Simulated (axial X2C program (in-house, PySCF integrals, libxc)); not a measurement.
# All-electron X2C curves of Cl₂⁻

What are the state, bond length, wavenumber and bond energy of Cl₂⁻, and what does spin–orbit coupling change?

Computed with an in-house X2C program for linear molecules on PySCF integrals. Level: all-electron X2C, Cl dyall-av3z.

All values are calculated.

## 1. The job

Contents of task.json:

```json
{"zs": [17, 17], "q": -1, "bas": ["dyall-av3z", "dyall-av3z"], "levels": ["PBE0", "HF", "PW91"], "cc": true, "r0": 1.98, "thr": -2.0, "nmax": 90, "npts": 10, "nst": 2, "ntry": 6}
```

Keys: zs atomic numbers; q charge; bas basis sets; levels methods (HF also brings MP2); cc coupled cluster on or off; r0 starting distance in Å; thr threshold in hartree for freezing inner shells (an s shell follows its p shell); nmax most natural virtual spinors; npts points asked for on the curve; nst determinants followed; ntry starts of the search.

Command:

```bash
python so2c.py task.json out
```

Spin-free means the one-electron spin-free X2C Hamiltonian; two-component (2c) means X2C with spin–orbit coupling and atomic mean-field two-electron Coulomb and Gaunt terms. Basis: Cl dyall-av3z contracted to [9s8p3d2f]; Gaussian nuclei, density fitting. Masses: Cl 34.969 u.

Notation: σ, π±, δ± give the projection m of an orbital's angular momentum (0, ±1, ±2), α and β its spin, Λ and M_S the sums; ω is the projection of a spinor's total angular momentum and Ω the sum. Logs are in hartree.

The results follow Hamiltonian by Hamiltonian and level by level.

## 2. Search for the lowest determinant

PBE0 moves the distance from 1.980 Å to 2.649 Å and compares determinants there.

Spin-free determinants:

```json
{"ΔE (eV)": "0.00", "state": "M_S = 1/2, Λ = 0", "open shells": "beyond closed shells: σα"}
{"ΔE (eV)": "1.47", "state": "M_S = 1/2, Λ = 1", "open shells": "beyond closed shells: π+α, π+β, π-α"}
{"ΔE (eV)": "6.11", "state": "M_S = 3/2, Λ = 1", "open shells": "beyond closed shells: 2 × σα, π+α, π+β, π-α"}
{"ΔE (eV)": "6.37", "state": "M_S = 1/2, Λ = 1", "open shells": "beyond closed shells: 2 × σα, π+α, π+β, π-β"}
{"ΔE (eV)": "6.59", "state": "M_S = 1/2, Λ = 1", "open shells": "beyond closed shells: π+α"}
{"ΔE (eV)": "6.82", "state": "M_S = 3/2, Λ = 2", "open shells": "beyond closed shells: σα, 2 × π+α, π+β, π-α"}
```

Two-component determinants:

```csv
ΔE (eV),state,open shells
0.00,Ω = 1/2,excess of +ω over −ω: ω = 1/2
1.43,Ω = 3/2,excess of +ω over −ω: ω = 3/2
6.07,Ω = 5/2,"excess of +ω over −ω: 2 × ω = 1/2, ω = 3/2"
6.33,Ω = 1/2,"excess of +ω over −ω: 2 × ω = -1/2, ω = 3/2"
6.39,Ω = 3/2,excess of +ω over −ω: 3 × ω = 1/2
6.59,Ω = 3/2,excess of +ω over −ω: ω = 3/2
6.78,Ω = 7/2,"excess of +ω over −ω: ω = 1/2, 2 × ω = 3/2"
```

## 3. PBE0, spin-free

State followed: M_S = 1/2, Λ = 0 (beyond closed shells: σα). The scan is laid around 2.649 Å, a first estimate of the minimum, and this SCF restarts from the orbitals of the search.

Output at 2.649 Å:

```text
spin-free X2C-1e  PBE0
basis functions 124  fitting functions 616  grid points 4358
iter        total energy     max residual
   1       -923.055347307     6.46e-05
   2       -923.055347328     4.44e-05
   3       -923.055347364     3.22e-06
   4       -923.055347364     2.38e-06
converged
one-electron -1398.67544258  Coulomb 474.54097228  exact exchange -13.87404787  xc functional -42.77888430  nuclear repulsion 57.73205510
```

Along the bond, energies from the lowest point:

| R (Å) | E (eV) | HOMO (eV) | LUMO (eV) | iterations |
| --- | --- | --- | --- | --- |
| 2.305 | 0.2847 | -0.62 | 2.59 | 18 |
| 2.411 | 0.1106 | -1.14 | 2.13 | 14 |
| 2.490 | 0.0398 | -1.49 | 1.81 | 12 |
| 2.570 | 0.0062 | -1.80 | 1.50 | 11 |
| 2.649 | 0.0000 | -2.08 | 1.23 | 4 |
| 2.742 | 0.0171 | -2.37 | 0.93 | 10 |
| 2.834 | 0.0514 | -2.63 | 0.67 | 10 |
| 2.954 | 0.1099 | -2.76 | 0.37 | 10 |
| 3.099 | 0.1901 | -2.88 | 0.05 | 10 |
| 3.311 | 0.3040 | -2.75 | -0.32 | 10 |

Outer orbitals at the reference distance:

| symmetry | occupied | ε (eV) | atomic character |
| --- | --- | --- | --- |
| σα | yes | -16.85 | 95% Cl s |
| σβ | yes | -16.07 | 95% Cl s |
| σα | yes | -15.89 | 94% Cl s |
| σβ | yes | -15.06 | 93% Cl s, 4% Cl p |
| σα | yes | -5.15 | 98% Cl p |
| π-α | yes | -3.49 | 99% Cl p |
| π+α | yes | -3.49 | 99% Cl p |
| σβ | yes | -3.47 | 97% Cl p |
| π-β | yes | -3.26 | 99% Cl p |
| π+β | yes | -3.26 | 99% Cl p |
| π+α | yes | -2.67 | 98% Cl p |
| π-α | yes | -2.67 | 98% Cl p |
| π+β | yes | -2.43 | 98% Cl p |
| π-β | yes | -2.43 | 98% Cl p |
| σα | yes | -2.08 | 90% Cl p, 6% Cl d |
| σβ | no | 1.23 | 88% Cl p, 7% Cl d |
| σα | no | 4.48 | 97% Cl p |
| σβ | no | 4.72 | 98% Cl p |
| σα | no | 4.94 | 72% Cl s, 28% Cl p |

PBE0 fields in the half plane through the axis: z from -2.4 to 4.8 Å across, distance from the axis 0.15 to 2.25 Å upwards; Cl lies at z = 0 and Cl at z = 2.649 Å; the ELF is damped to zero where the density is low.

log10 density (e/bohr³). Ten even steps from ' ' (-4.49 ) to '@' (1.28 ):
```
      ....::::::::::::::....::::::::::::::....    
    ....::::--------::::::::::::------::::::....  
  ....::::------==----------------==------::::....
....::----==============----==============--::::..
..::::--====++++++++++========++++++++++====--::::
..::----==++++******++++====++********++++==--::::
..::--====++****##****++++++++****##****++====--::
..::--==++****##@@##****++++****%%@@##**++++==--::
```

ELF. Ten even steps from '0' (0.00 ) to '9' (0.89 ):
```
0000001111000000111100000
0000123333100001333321000
0001245665310014566542100
0012467888620036888753200
0013579999841158999875310
0024689999961279999986310
0124799313982388215987420
0125796484683484791787421
```

Re = 2.630 Å, ωe = 227.9 cm⁻¹, ωexe = 2.16 cm⁻¹, Be = 0.1393 cm⁻¹, De = 1.53 eV.

## 4. HF, spin-free

Output at 2.649 Å:

```text
spin-free X2C-1e  HF
basis functions 124  fitting functions 616  grid points 4358
iter        total energy     max residual
   1       -921.898606673     1.26e-01
   2       -921.912899688     8.92e-03
   3       -921.913589376     4.54e-03
   4       -921.913673663     1.15e-03
   5       -921.913682233     2.10e-04
   6       -921.913683360     1.56e-04
   7       -921.913683588     4.03e-05
   8       -921.913683609     1.02e-05
   9       -921.913683611     3.82e-06
  10       -921.913683611     6.93e-07
converged
one-electron -1398.37960621  Coulomb 474.28055482  exact exchange -55.54668732  xc functional 0.00000000  nuclear repulsion 57.73205510
```

Re = 2.640 Å, ωe = 250.0 cm⁻¹, ωexe = 1.76 cm⁻¹, Be = 0.1383 cm⁻¹, De = 0.568 eV.

## 5. PW91, spin-free

The SCF at the reference distance of 2.649 Å:

```text
spin-free X2C-1e  PW91
basis functions 124  fitting functions 616  grid points 4358
iter        total energy     max residual
   1       -923.352502021     5.83e-02
   2       -923.355606516     1.69e-03
   3       -923.355622829     7.36e-04
   4       -923.355626603     3.82e-04
   5       -923.355627749     1.60e-04
   6       -923.355627826     4.83e-05
   7       -923.355627869     2.64e-05
   8       -923.355627872     8.07e-06
converged
one-electron -1398.67149534  Coulomb 474.52742832  exact exchange 0.00000000  xc functional -56.94361595  nuclear repulsion 57.73205510
```

Re = 2.692 Å, ωe = 198.4 cm⁻¹, ωexe = 2.42 cm⁻¹, Be = 0.133 cm⁻¹, De = 1.78 eV.

## 6. Correlated methods, spin-free

Correlated methods: 15 electrons correlated (frozen shells, counted by type: Cl 2 s, 1 p), 193 virtual spinors in MP2, 90 natural virtuals in coupled cluster.

Output of the correlated part at 2.649 Å:

```text
correlated 15  virtual 193  natural virtual 90  E(MP2) -0.400113893  MP2 remainder -0.022489694
iter   CCSD correlation   residual
   1     -0.402638496   1.01e-01
   2     -0.411750738   3.06e-02
   3     -0.412249221   6.93e-03
   4     -0.412277164   2.33e-03
   5     -0.412291207   5.37e-04
   6     -0.412291176   1.71e-04
   7     -0.412291659   4.28e-05
   8     -0.412291915   1.32e-05
   9     -0.412291766   4.26e-06
  10     -0.412291767   1.43e-06
(T) -0.016383494  T1 0.0122  D1 0.0291  max T2 0.059
```

T1 in the output is the amplitude norm over the root of the electron number; divide by √2 for the Lee–Taylor value.

MP2: Re = 2.568 Å, ωe = 269.5 cm⁻¹, Be = 0.1462 cm⁻¹, De = 1.29 eV.

CCSD: Re = 2.602 Å, ωe = 257.0 cm⁻¹, Be = 0.1424 cm⁻¹, De = 1.21 eV. T1 at Re = 0.008 (Lee–Taylor, the printed value over √2).

CCSD(T): Re = 2.598 Å, ωe = 256.4 cm⁻¹, Be = 0.1428 cm⁻¹, De = 1.23 eV. T1 at Re = 0.008 (Lee–Taylor, the printed value over √2).

## 7. A higher determinant, spin-free

State: M_S = 1/2, Λ = 1 (beyond closed shells: π+α, π+β, π-α).

Output at the reference distance:

```text
spin-free X2C-1e  PBE0
basis functions 124  fitting functions 616  grid points 4358
iter        total energy     max residual
   1       -923.001311072     3.40e-05
   2       -923.001311081     2.15e-05
   3       -923.001311088     2.02e-06
converged
one-electron -1398.69681347  Coulomb 474.60717439  exact exchange -13.86815586  xc functional -42.77557125  nuclear repulsion 57.73205510
```

| R (Å) | E above the lowest PBE0 point (eV) |
| --- | --- |
| 2.305 | 2.650 |
| 2.411 | 2.153 |
| 2.490 | 1.869 |
| 2.570 | 1.645 |
| 2.649 | 1.470 |
| 2.742 | 1.315 |
| 2.834 | 1.198 |
| 2.954 | 1.091 |
| 3.099 | 1.005 |

No constants are quoted: the lowest point is the long end of the scan.

## 8. The spin-free curves together

Energy (eV) of the followed determinant, spin-free, from each level's lowest point:

| R (Å) | PBE0 | HF | MP2 | CCSD | CCSD(T) | PW91 |
| --- | --- | --- | --- | --- | --- | --- |
| 2.305 | 0.285 | 0.359 | 0.232 | n/a | n/a | 0.340 |
| 2.411 | 0.111 | 0.145 | 0.072 | 0.099 | 0.094 | 0.152 |
| 2.490 | 0.040 | 0.055 | 0.016 | 0.028 | 0.026 | 0.068 |
| 2.570 | 0.006 | 0.011 | 0.000 | 0.000 | 0.000 | 0.020 |
| 2.649 | 0.000 | 0.000 | 0.014 | 0.002 | 0.003 | 0.000 |
| 2.742 | 0.017 | 0.018 | 0.056 | 0.032 | 0.035 | 0.000 |
| 2.834 | 0.051 | 0.059 | 0.117 | 0.084 | 0.088 | 0.018 |
| 2.954 | 0.110 | 0.132 | 0.211 | 0.167 | 0.173 | 0.056 |
| 3.099 | 0.190 | 0.236 | 0.334 | n/a | n/a | 0.112 |
| 3.311 | 0.304 | 0.395 | 0.511 | n/a | n/a | 0.194 |

## 9. PBE0, 2c

State followed: Ω = 1/2 (excess of +ω over −ω: ω = 1/2). The scan is laid around 2.649 Å, a first estimate of the minimum, and this SCF restarts from the orbitals of the search.

The SCF at the reference distance of 2.649 Å:

```text
two-component X2C + atomic mean field  PBE0
basis functions 124  fitting functions 616  grid points 4358
iter        total energy     max residual
   1       -922.905247052     8.24e-05
   2       -922.905247057     3.10e-05
   3       -922.905247065     5.77e-06
converged
one-electron -1398.27818082  Coulomb 474.43119057  exact exchange -13.87069438  xc functional -42.76844256  nuclear repulsion 57.73205510  atomic mean-field constant -0.15117498
```

Along the bond, energies from the lowest point:

| R (Å) | E (eV) | HOMO (eV) | LUMO (eV) | iterations |
| --- | --- | --- | --- | --- |
| 2.305 | 0.2857 | -0.61 | 2.60 | 19 |
| 2.411 | 0.1112 | -1.14 | 2.13 | 14 |
| 2.490 | 0.0402 | -1.49 | 1.81 | 13 |
| 2.570 | 0.0064 | -1.80 | 1.51 | 11 |
| 2.649 | 0.0000 | -2.08 | 1.23 | 3 |
| 2.742 | 0.0169 | -2.37 | 0.94 | 10 |
| 2.834 | 0.0509 | -2.60 | 0.67 | 10 |
| 2.954 | 0.1092 | -2.72 | 0.37 | 10 |
| 3.099 | 0.1890 | -2.84 | 0.06 | 10 |
| 3.311 | 0.3024 | -2.74 | -0.32 | 12 |

Outer spinors at the reference distance:

```json
{"ω": "1/2", "occupied": "yes", "ε (eV)": "-16.85", "atomic character": "95% Cl s", "λ mixture": "100% σ"}
{"ω": "-1/2", "occupied": "yes", "ε (eV)": "-16.08", "atomic character": "95% Cl s", "λ mixture": "100% σ"}
{"ω": "1/2", "occupied": "yes", "ε (eV)": "-15.89", "atomic character": "94% Cl s", "λ mixture": "100% σ"}
{"ω": "-1/2", "occupied": "yes", "ε (eV)": "-15.07", "atomic character": "93% Cl s, 4% Cl p", "λ mixture": "100% σ"}
{"ω": "1/2", "occupied": "yes", "ε (eV)": "-5.15", "atomic character": "98% Cl p", "λ mixture": "100% σ"}
{"ω": "-1/2", "occupied": "yes", "ε (eV)": "-3.53", "atomic character": "99% Cl p", "λ mixture": "100% π"}
{"ω": "-1/2", "occupied": "yes", "ε (eV)": "-3.47", "atomic character": "97% Cl p", "λ mixture": "99% σ, 1% π"}
{"ω": "3/2", "occupied": "yes", "ε (eV)": "-3.46", "atomic character": "99% Cl p", "λ mixture": "100% π"}
{"ω": "1/2", "occupied": "yes", "ε (eV)": "-3.30", "atomic character": "99% Cl p", "λ mixture": "100% π"}
{"ω": "-3/2", "occupied": "yes", "ε (eV)": "-3.23", "atomic character": "99% Cl p", "λ mixture": "100% π"}
{"ω": "-1/2", "occupied": "yes", "ε (eV)": "-2.70", "atomic character": "98% Cl p", "λ mixture": "99% π, 1% σ"}
{"ω": "3/2", "occupied": "yes", "ε (eV)": "-2.63", "atomic character": "98% Cl p", "λ mixture": "100% π"}
{"ω": "1/2", "occupied": "yes", "ε (eV)": "-2.47", "atomic character": "98% Cl p", "λ mixture": "100% π"}
{"ω": "-3/2", "occupied": "yes", "ε (eV)": "-2.39", "atomic character": "98% Cl p", "λ mixture": "100% π"}
{"ω": "1/2", "occupied": "yes", "ε (eV)": "-2.08", "atomic character": "90% Cl p, 6% Cl d", "λ mixture": "100% σ"}
{"ω": "-1/2", "occupied": "no", "ε (eV)": "1.23", "atomic character": "88% Cl p, 7% Cl d", "λ mixture": "100% σ"}
{"ω": "1/2", "occupied": "no", "ε (eV)": "4.48", "atomic character": "97% Cl p", "λ mixture": "100% σ"}
{"ω": "-1/2", "occupied": "no", "ε (eV)": "4.72", "atomic character": "98% Cl p", "λ mixture": "100% σ"}
{"ω": "1/2", "occupied": "no", "ε (eV)": "4.94", "atomic character": "72% Cl s, 28% Cl p", "λ mixture": "100% σ"}
```

PBE0 fields in the half plane through the axis: z from -2.4 to 4.8 Å across, distance from the axis 0.15 to 2.25 Å upwards; Cl lies at z = 0 and Cl at z = 2.649 Å; the ELF is damped to zero where the density is low.

log10 density (e/bohr³). Ten even steps from ' ' (-4.49 ) to '@' (1.28 ):
```
      ....::::::::::::::....::::::::::::::....    
    ....::::--------::::::::::::------::::::....  
  ....::::------==----------------==------::::....
....::----==============----==============--::::..
..::::--====++++++++++========++++++++++====--::::
..::----==++++******++++====++********++++==--::::
..::--====++****##****++++++++****##****++====--::
..::--==++****##@@##****++++****%%@@##**++++==--::
```

ELF. Ten even steps from ' ' (0.00 ) to '@' (0.89 ):
```
            ........            ........          
        ..::--------..        ..--------::..      
      ..::==++****++--..    ..==++****++==::..    
    ..::==**##%%%%%%**::    --**%%%%%%##++--::    
    ..--++##@@@@@@@@%%==....++%%@@@@@@%%##++--..  
    ::==**%%@@@@@@@@@@**..::##@@@@@@@@@@%%**--..  
  ..::==##@@@@--..--@@%%::--%%%%::..++@@%%##==::  
  ..::++##@@**==%%==**%%--==%%==##@@..##%%##==::..
```

Re = 2.631 Å, ωe = 227.6 cm⁻¹, ωexe = 2.17 cm⁻¹, Be = 0.1393 cm⁻¹, De = 1.53 eV.

## 10. HF, 2c

Output at 2.649 Å:

```text
two-component X2C + atomic mean field  HF
basis functions 124  fitting functions 616  grid points 4358
iter        total energy     max residual
   1       -921.748887649     1.26e-01
   2       -921.763175812     8.89e-03
   3       -921.763865790     4.55e-03
   4       -921.763950122     1.16e-03
   5       -921.763958697     2.09e-04
   6       -921.763959826     1.57e-04
   7       -921.763960057     4.05e-05
   8       -921.763960078     1.02e-05
   9       -921.763960080     4.28e-06
  10       -921.763960081     3.01e-06
  11       -921.763960081     1.70e-06
converged
one-electron -1397.98249980  Coulomb 474.17093286  exact exchange -55.53327326  xc functional 0.00000000  nuclear repulsion 57.73205510  atomic mean-field constant -0.15117498
```

Re = 2.641 Å, ωe = 249.7 cm⁻¹, ωexe = 1.76 cm⁻¹, Be = 0.1382 cm⁻¹, De = 0.509 eV.

## 11. PW91, 2c

The SCF at the reference distance of 2.649 Å:

```text
two-component X2C + atomic mean field  PW91
basis functions 124  fitting functions 616  grid points 4358
iter        total energy     max residual
   1       -923.202142071     5.83e-02
   2       -923.205245873     1.69e-03
   3       -923.205262167     7.39e-04
   4       -923.205265958     3.82e-04
   5       -923.205267109     1.61e-04
   6       -923.205267186     4.69e-05
   7       -923.205267230     2.64e-05
   8       -923.205267232     8.06e-06
converged
one-electron -1398.27405480  Coulomb 474.41744382  exact exchange 0.00000000  xc functional -56.92953637  nuclear repulsion 57.73205510  atomic mean-field constant -0.15117498
```

Re = 2.693 Å, ωe = 198.0 cm⁻¹, ωexe = 2.43 cm⁻¹, Be = 0.1329 cm⁻¹, De = 1.78 eV.

## 12. MP2 and beyond, 2c

Correlated methods: 15 electrons correlated (frozen shells, counted by type: Cl 2 s, 1 p), 193 virtual spinors in MP2, 90 natural virtuals in coupled cluster.

Output of the correlated part at 2.649 Å:

```text
correlated 15  virtual 193  natural virtual 90  E(MP2) -0.400143610  MP2 remainder -0.022482930
iter   CCSD correlation   residual
   1     -0.402674853   1.01e-01
   2     -0.411789977   3.06e-02
   3     -0.412288837   6.94e-03
   4     -0.412316799   2.33e-03
   5     -0.412330866   5.37e-04
   6     -0.412330833   1.71e-04
   7     -0.412331318   4.28e-05
   8     -0.412331575   1.33e-05
   9     -0.412331424   4.48e-06
  10     -0.412331425   1.78e-06
(T) -0.016391947  T1 0.0122  D1 0.0291  max T2 0.059
```

MP2: Re = 2.569 Å, ωe = 269.3 cm⁻¹, Be = 0.1461 cm⁻¹, De = 1.26 eV.

CCSD: Re = 2.603 Å, ωe = 256.8 cm⁻¹, Be = 0.1423 cm⁻¹, De = 1.17 eV. T1 at Re = 0.008 (Lee–Taylor, the printed value over √2).

CCSD(T): Re = 2.599 Å, ωe = 256.2 cm⁻¹, Be = 0.1427 cm⁻¹, De = 1.19 eV. T1 at Re = 0.008 (Lee–Taylor, the printed value over √2).

## 13. A higher determinant, 2c

State: Ω = 3/2 (excess of +ω over −ω: ω = 3/2).

Output at the reference distance:

```text
two-component X2C + atomic mean field  PBE0
basis functions 124  fitting functions 616  grid points 4358
iter        total energy     max residual
   1       -922.852536726     1.37e-05
   2       -922.852536727     7.32e-06
converged
one-electron -1398.30629358  Coulomb 474.50310239  exact exchange -13.86491300  xc functional -42.76531265  nuclear repulsion 57.73205510  atomic mean-field constant -0.15117498
```

| R (Å) | E above the lowest PBE0 point (eV) |
| --- | --- |
| 2.305 | 2.615 |
| 2.411 | 2.117 |
| 2.490 | 1.833 |
| 2.570 | 1.609 |
| 2.649 | 1.434 |
| 2.742 | 1.278 |
| 2.834 | 1.162 |
| 2.954 | 1.055 |
| 3.099 | 0.969 |

No constants are quoted: the lowest point is the long end of the scan.

## 14. The 2c curves together

Energy (eV) of the followed determinant, 2c, from each level's lowest point:

| R (Å) | PBE0 | HF | MP2 | CCSD | CCSD(T) | PW91 |
| --- | --- | --- | --- | --- | --- | --- |
| 2.305 | 0.286 | 0.360 | 0.233 | n/a | n/a | 0.341 |
| 2.411 | 0.111 | 0.146 | 0.072 | 0.099 | 0.095 | 0.152 |
| 2.490 | 0.040 | 0.056 | 0.016 | 0.029 | 0.026 | 0.068 |
| 2.570 | 0.006 | 0.011 | 0.000 | 0.000 | 0.000 | 0.021 |
| 2.649 | 0.000 | 0.000 | 0.013 | 0.001 | 0.003 | 0.000 |
| 2.742 | 0.017 | 0.018 | 0.055 | 0.032 | 0.035 | 0.000 |
| 2.834 | 0.051 | 0.058 | 0.116 | 0.083 | 0.087 | 0.018 |
| 2.954 | 0.109 | 0.131 | 0.210 | 0.166 | 0.172 | 0.055 |
| 3.099 | 0.189 | 0.235 | 0.333 | n/a | n/a | 0.111 |
| 3.311 | 0.302 | 0.393 | 0.509 | n/a | n/a | 0.193 |

Time for the job: 1.7 min (1 thread of Arm Neoverse V2, shared host); peak memory 0.9 GiB.

## 15. Constants

Lowest determinant that the search found at its distance, spin-free: M_S = 1/2, Λ = 0 (beyond closed shells: σα).

Lowest determinant that the search found at its distance, 2c: Ω = 1/2 (excess of +ω over −ω: ω = 1/2).

```
Hamiltonian    level  Re (Å)  ωe (cm⁻¹)  De (eV)
  spin-free     PBE0   2.630      227.9     1.53
  spin-free       HF   2.640      250.0    0.568
  spin-free      MP2   2.568      269.5     1.29
  spin-free     CCSD   2.602      257.0     1.21
  spin-free  CCSD(T)   2.598      256.4     1.23
  spin-free     PW91   2.692      198.4     1.78
         2c     PBE0   2.631      227.6     1.53
         2c       HF   2.641      249.7    0.509
         2c      MP2   2.569      269.3     1.26
         2c     CCSD   2.603      256.8     1.17
         2c  CCSD(T)   2.599      256.2     1.19
         2c     PW91   2.693      198.0     1.78
```

Time per point (s) on 1 thread of Arm Neoverse V2, shared host (2c runs; CCSD comes with the CCSD(T) run); the times are rough: PBE0 0.29, HF 0.17, MP2 0.35, CCSD(T) 4.9, PW91 0.21.

What this shows: At CCSD(T), going from spin-free to two-component changes Re by +1 mÅ, ωe by -0.1 %; the spin-free picture holds up (part of it comes from the scalar share of the two-electron terms). De moves by -0.03 eV; both De rest on single-determinant atoms, which can miss part of an open shell's spin–orbit lowering.

De refers to Cl- + Cl, each in the lowest determinant found, which need not be this curve's own limit. Each curve is one determinant whose occupation by symmetry is held fixed; it was picked as the lowest of a PBE0 search that is not exhaustive. De is counted from the lowest determinant-based energies of the atoms at the same level, without counterpoise correction. Density functionals use the spin component along the axis (collinear). CCSD and (T) use frozen natural virtuals with an MP2 correction for the truncation.
